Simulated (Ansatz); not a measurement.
One geometry of CH₅MgN⁻, that is MgMe(NH2) with one electron more, several levels of theory.

```yaml
crystal:
  periodic: [false, false, false]
  atoms:
    - {symbol: Mg, position_ang: [-0.001815, 0.003023, -0.331979]}
    - {symbol: C, position_ang: [0.000597, -0.006532, 1.753333]}
    - {symbol: H, position_ang: [0.053463, 1.006219, 2.162140]}
    - {symbol: H, position_ang: [0.853636, -0.563379, 2.151219]}
    - {symbol: H, position_ang: [-0.904274, -0.472348, 2.153742]}
    - {symbol: N, position_ang: [-0.001112, 0.009141, -2.227919]}
    - {symbol: H, position_ang: [0.811302, 0.000404, -2.829175]}
    - {symbol: H, position_ang: [-0.811798, 0.023462, -2.831360]}
basis:
  gaussian: {orbitals: def2-TZVPD}
total_charge: -1
magnetization: {spin_polarized: true, initial_magnetization: 1}
hamiltonian: {xc: pbe0, dispersion: d4}
output: {orbitals: {seedname: orbitals}}
```

The file start.molden holds the orbitals of an earlier run on this structure, at another level or in another basis.

```sh
$ ansatz run in.yaml --threads 4 --pin off --events-out ev --progress --plain --max-ram 3916MiB
```

It prints (some lines left out):

```
Functional definition: PBE0
916 factors; their error is unknown
mean field evaluation 1: about -8041.7974 eV, gradient 3.6e1 eV
mean field evaluation 2: about -8029.0644 eV, gradient 6.0e1 eV
mean field evaluation 4: about -8047.7886 eV, gradient 4.1e0 eV
mean field evaluation 8: about -8047.8786 eV, gradient 4.9e-2 eV
mean field evaluation 16: about -8047.9139 eV, gradient 2.4e-4 eV
mean field evaluation 32: about -8047.5518 eV, gradient 2.4e0 eV
mean field -8047.91387669 eV, -295.7553798965 hartree, gradient 2.1e-5 eV, S^2 0.751477; 9 other end points of the search recorded, 0 dependent functions left out
reference -8047.91391378 eV, -295.7553812596 hartree; 16, 15 occupied and 138, 139 virtual orbitals, 916 factors
Total energy: -8048.00443508 eV, -295.7587078557 hartree
```

It took 4 s on 4 threads of Arm Neoverse V2 on a shared host.

As the first input, with `gaussian: {orbitals: def2-TZVPD, initial_orbitals: start.molden}`, `hamiltonian: {xc: pbe, dispersion: d4}`, `scf: {omitted_lower_state_checks: [starts]}` (abridged; 1.7 s):

```
Functional definition: PBE
mean field -8047.22212098 eV, -295.7299583430 hartree, gradient 2.2e-5 eV, S^2 0.751205
Total energy: -8047.33008239 eV, -295.7339258517 hartree
Checks for a lower state left out: starts
```

As the first input, with `gaussian: {orbitals: def2-TZVPD, initial_orbitals: start.molden}`, `correlation: {method: ccsd_t}`, `scf: {omitted_lower_state_checks: [starts, cluster_reference]}` and without the key `hamiltonian` (abridged; 65 s):

```
Functional definition: HF
mean field evaluation 16: about -8023.1374 eV, gradient 4.3e-4 eV
mean field -8023.13735127 eV, -294.8448593815 hartree, gradient 1.3e-6 eV, S^2 0.753816
3 core orbitals not correlated: weight in the atoms' cores, before any rotation towards them, 1.000 or more for the frozen orbitals, at most 0.000 for the correlated occupied ones
second order -16.73853268 eV of doubles, -0.00000000 eV of singles
cycle   1  -17.17163277 eV  change   -4.3e-1 eV  update   9.3e-2
cycle   2  -17.52617557 eV  change   -3.5e-1 eV  update   3.9e-2
cycle   3  -17.61733095 eV  change   -9.1e-2 eV  update   3.0e-2
cycle   4  -17.60511262 eV  change    1.2e-2 eV  update   2.1e-2
cycle   5  -17.59494376 eV  change    1.0e-2 eV  update   1.6e-2
cycle   6  -17.60514910 eV  change   -1.0e-2 eV  update   1.1e-2
cycle   7  -17.60939014 eV  change   -4.2e-3 eV  update   5.3e-3
cycle   8  -17.61123628 eV  change   -1.8e-3 eV  update   2.2e-3
cycle   9  -17.61168272 eV  change   -4.5e-4 eV  update   7.7e-4
cycle  10  -17.61135301 eV  change    3.3e-4 eV  update   3.8e-4
cycle  11  -17.61150233 eV  change   -1.5e-4 eV  update   2.3e-4
cycle  12  -17.61153351 eV  change   -3.1e-5 eV  update   1.4e-4
cycle  13  -17.61156906 eV  change   -3.6e-5 eV  update   9.3e-5
cycle  14  -17.61160891 eV  change   -4.0e-5 eV  update   5.0e-5
cycle  15  -17.61160906 eV  change   -1.5e-7 eV  update   2.5e-5
perturbative correction -0.57493837 eV, -0.0211285953 hartree
Total energy: -8041.32389870 eV, -295.5132026721 hartree
Checks for a lower state left out: starts, cluster_reference
```

First input, but with `gaussian: {orbitals: def2-TZVPD, initial_orbitals: start.molden}`, `hamiltonian: {xc: r2scan, dispersion: d4}`, `scf: {omitted_lower_state_checks: [starts]}` (abridged; 3.2 s):

```
Functional definition: r2SCAN
mean field -8051.69666742 eV, -295.8943948917 hartree, gradient 1.6e-5 eV, S^2 0.753901
Total energy: -8051.72436941 eV, -295.8954129211 hartree
Checks for a lower state left out: starts
```

Geometry: B3LYP-D4/def2-TZVP, that of the neutral singlet.

Correlated methods freeze 3 core orbitals; core or outer-core shells of Mg are correlated, in sets that lack core-valence functions. At PBE0-D4/def2-TZVPD, PBE-D4/def2-TZVPD, CCSD(T)/def2-TZVPD, r2SCAN-D4/def2-TZVPD the highest occupied level of the charge -1 doublet lies above zero (up to 1.92 eV). By energy differences it is unbound by 0.28 eV (vertical, to the charge 0 singlet, at PBE-D4/def2-TZVPD) and held by the finite basis. At CCSD(T)/def2-TZVPD T1 of the charge -1 doublet is large (up to 0.045), so the single-reference result is doubtful.
